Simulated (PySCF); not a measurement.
A species of formula C4H7F has this rotational fingerprint, computed with PBE0-D3(BJ)/def2-SVP geometry optimisation, gas phase in PySCF 2.14.0:

```
Rotational constants : A = 9122, B = 3677, C = 2710 MHz
Dipole components    : |μa| = 1.54 D, |μb| = 1.17 D, |μc| = 0.02 D
Inertial defect      : -6.37 u·Å²
κ                    : -0.70
```

**Question.** Which candidate fits, each taken in the one conformer that was computed?
A. `[CH2:1]=[CH:2][CH2:3][CH2:4][F:5]` with C1–C2–C3–C4 125°, C2–C3–C4–F5 60°
B. `[CH3:1][CH2:2]/[CH:3]=[CH:4]/[F:5]` with C1–C2–C3–C4 119°
C. `[CH2:1]=[C:2]([CH3:3])[CH2:4][F:5]` with C1–C2–C4–F5 2°
D. `CC(C)=CF`
E. `[CH3:1][CH2:2]/[CH:3]=[CH:4]\[F:5]` with C1–C2–C3–C4 -121°
F. `CC1(F)CC1`

**Answer.** C. It is C=C(C)CF, an asymmetric top. The candidates at the same level (rigid rotor, commonest isotopes):

```json
{"SMILES": "C=CCCF", "A (MHz)": "13028", "B (MHz)": "2667", "C (MHz)": "2416", "μa (D)": "0.58", "μb (D)": "1.44", "μc (D)": "0.33", "Δ (u·Å²)": "-19.14", "point group": "C1", "rotor": "near-prolate asymmetric top"}
{"SMILES": "CC(C)=CF", "A (MHz)": "8450", "B (MHz)": "3724", "C (MHz)": "2671", "μa (D)": "1.49", "μb (D)": "0.37", "μc (D)": "0.00", "Δ (u·Å²)": "-6.31", "point group": "Cs", "rotor": "asymmetric top"}
{"SMILES": "CC/C=C\\F", "A (MHz)": "12260", "B (MHz)": "2665", "C (MHz)": "2427", "μa (D)": "0.70", "μb (D)": "1.03", "μc (D)": "0.05", "Δ (u·Å²)": "-22.63", "point group": "C1", "rotor": "near-prolate asymmetric top"}
{"SMILES": "CC1(F)CC1", "A (MHz)": "6726", "B (MHz)": "5333", "C (MHz)": "4005", "μa (D)": "0.56", "μb (D)": "1.51", "μc (D)": "0.00", "Δ (u·Å²)": "-43.73", "point group": "Cs", "rotor": "asymmetric top"}
{"SMILES": "C=C(C)CF", "A (MHz)": "9122", "B (MHz)": "3677", "C (MHz)": "2710", "μa (D)": "1.54", "μb (D)": "1.17", "μc (D)": "0.02", "Δ (u·Å²)": "-6.37", "point group": "near Cs", "rotor": "asymmetric top"}
{"SMILES": "CC/C=C/F", "A (MHz)": "19342", "B (MHz)": "2097", "C (MHz)": "2044", "μa (D)": "1.44", "μb (D)": "0.58", "μc (D)": "0.28", "Δ (u·Å²)": "-19.92", "point group": "C1", "rotor": "near-prolate asymmetric top"}
```

`CC(C)=CF` has A 7 % too low; `C=CCCF` has A 43 % too high; `CC/C=C\F` has A 34 % too high; `CC/C=C/F` has A 112 % too high; `CC1(F)CC1` has C 48 % too high. No structure here is proved a minimum.
